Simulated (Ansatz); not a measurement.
Geometry optimisation, RKS PBE0-D4/def2-SVP (Ansatz 0.2.0).

input.yaml

```yaml
crystal:
  periodic: [false, false, false]
  atoms:
    - { symbol: B, position_ang: [-0.3203, -0.7316, -0.0772] }
    - { symbol: H, position_ang: [0.9659, -0.8611, -0.8635] }
    - { symbol: H, position_ang: [-1.2256, -0.7754, -0.8116] }
    - { symbol: H, position_ang: [-0.2515, -1.3831, 0.8877] }
    - { symbol: H, position_ang: [0.8395, 0.0317, -0.4663] }
    - { symbol: "N", position_ang: [0.1838, 0.97, 0.2424] }
    - { symbol: H, position_ang: [-0.4847, 1.6183, -0.1423] }
    - { symbol: H, position_ang: [0.2928, 1.1312, 1.2309] }
basis:
  gaussian: { orbitals: def2-SVP }
hamiltonian:
  xc: pbe0
  dispersion: d4
relax:
  f_tol: 0.15
  max_steps: 25
  restrain:
    - { distance: [0, 5], at: 2.85, k: 30.0 }
    - { distance: [4, 1], at: 1.92, k: 30.0 }
    - { distance: [0, 1], at: 1.15, k: 30.0 }
    - { distance: [4, 5], at: 1.02, k: 30.0 }
```

Run as:

```bash
$ ansatz run input.yaml --threads 1 --pin off --max-ram 2048MiB --backend cpu --events-out ev --progress --plain --runs-dir out
```

Problem. Where does it end, and by what steps?

Solution. It converged. The restraints hold the end off the free minimum. After 6 steps the energy has fallen by 0.598 eV (the restraints' own energy left out); H5 moved furthest, 0.71 Å. Parted: B1–N6. Joined: B1–H2, H5–N6.

```tsv
step	energy less start (eV)	largest force component (eV/Å)	accepted
0	0.0000	2.629	yes
1	-0.0498	3.145	yes
2	-0.5126	1.857	yes
3	-0.4994	1.528	yes
4	-0.5653	0.880	yes
5	-0.5941	0.652	yes
6	-0.5977	0.677	yes
```

```xyz
8
Properties=species:S:1:pos:R:3
B -0.299 -1.223 -0.265
H 0.733 -1.128 -0.822
H -1.325 -0.987 -0.855
H -0.332 -1.606 0.879
H 0.907 0.709 -0.266
N 0.456 1.460 0.262
H -0.457 1.636 -0.151
H 0.318 1.139 1.218
```

Whether the end is a true minimum wasn't checked by a vibrational analysis.

Time of the run: 7.8 s on 1 thread of Arm Neoverse V2, on a shared host, peak memory 0.11 GiB.
